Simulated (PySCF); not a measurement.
# FHSi (HSiF): the cost of one run

The runs use PySCF 2.14.0, with density-fitted response routines of our own; the level of theory stands in each step. All values are computed, except where a source is named. Atoms count from 0, in the outputs and in this text.

### Step 1. The molecule as given

3 atoms, charge 0, multiplicity 1; geometry from: GFN2-xTB. The atoms were then displaced at random by about 0.03 Å, so the start is not that level's minimum.

Bonds of the start (Å): F0–Si1 1.74, Si1–H2 1.50.

### Step 2. Optimising the geometry at PBE0-D3(BJ)/def2-SVP

The job: settings as JSON, then the geometry in Å.

```
{"job": {"xc": "PBE0", "basis": "def2-SVP", "d3": "d3bj", "grid": 1, "shake": 0.03, "kind": "geom"}, "charge": 0, "multiplicity": 1}
F      1.252150    -0.394230     0.009000
Si    -0.107860     0.693320    -0.032300
H     -1.137730    -0.401380    -0.021700
```

The run is started by

```bash
OMP_NUM_THREADS=1 python probes_run.py task.json out
```

This one command runs all jobs of the session in turn.

**Question.** How long does this first job take on 1 thread of Intel Xeon Platinum 8488C, shared host, and how much memory does it need?

About 1.7 s, with a peak of 0.23 GiB.
